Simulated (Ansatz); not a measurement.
## Two structures, one formula

Two isomers of CH5LiSi, closed shell, relaxed at PBE0-D4/def2-TZVP (vibrations not checked).

A:

```tsv
atom	x (Å)	y (Å)	z (Å)
Li1	-1.5301	2.6377	-0.6545
Si2	-1.2202	0.2072	-0.3244
C3	0.2025	-0.3930	0.7986
H4	-1.0226	-0.5420	-1.6192
H5	-2.4497	-0.4732	0.2253
H6	0.0904	0.0038	1.8111
H7	1.1680	-0.0507	0.4166
H8	0.2330	-1.4833	0.8648
```

B:

Li1  (-1.636, -0.153, 0.386)
C2  (-0.012, 0.331, -1.017)
Si3  (0.636, -0.328, 0.752)
H4  (-1.075, 0.462, -1.321)
H5  (0.433, 1.317, -1.175)
H6  (-0.406, 0.561, 1.540)
H7  (0.403, -0.333, -1.779)
H8  (-0.443, -1.482, 0.792)
(Å)

Ansatz 0.2.0; basis: def2-TZVPP; cores frozen in the correlated methods. The outer core shell of Li, Na, Mg and K is correlated. B3LYP uses VWN-RPA correlation.

Problem. Which structure is lower at CCSD(T), and by how much? (Judge from chemistry; the value comes from the calculation.)

Solution. Computed: A, by 9.8 kJ/mol (electronic energy, against the other). By their contacts, A is CH₅LiSi ([Li][SiH2][CH3]) and B is CH₅LiSi ([H]1[CH2]2[Si]34[H][Li]123[H]4).

All methods give the same order:

```
   method  E(B) − E(A) (kJ/mol)
   PBE-D4                   3.8
r2SCAN-D4                   7.9
  PBE0-D4                   9.1
 B3LYP-D4                   9.3
  wB97M-V                   2.9
       HF                  33.1
      MP2                  12.1
     CCSD                  12.1
  CCSD(T)                   9.8
```

The T1 diagnostic stays at or below 0.012.

Labels in which every atom is bracketed show which atoms are joined, not bond orders.
